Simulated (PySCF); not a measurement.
isobutene (C4H8), SMILES C=C(C)C. Geometry: B3LYP-D3(BJ)/def2-SVP.

These are B3LYP-D3(BJ)/def2-SVP run with PySCF values and carry that method's errors.

Harmonic wavenumbers (cm⁻¹): 170, 213, 384, 439, 442, 700, 826, 917, 955, 979, 1008, 1072, 1093, 1292, 1392, 1399, 1420, 1443, 1453, 1461, 1473, 1732, 3009, 3015, 3070, 3073, 3124, 3125, 3132, 3225. Rotational constants (GHz): 9.073, 8.363, 4.601; symmetry number 2.

Question: Work out the zero-point energy and the ideal-gas rigid-rotor harmonic-oscillator thermochemistry at 298.15 K and 1 atm.

Answer: ZPE = ½ Σ hcν = ½ × 47037 cm⁻¹ = 67.24 kcal/mol. H − E(el) = 71.17 kcal/mol. Entropy in cal/(mol K): translation 38.00, rotation 22.96, vibration 8.33, total 69.28. G − E(el) = 50.51 kcal/mol. Cp = 20.47 cal/(mol K).
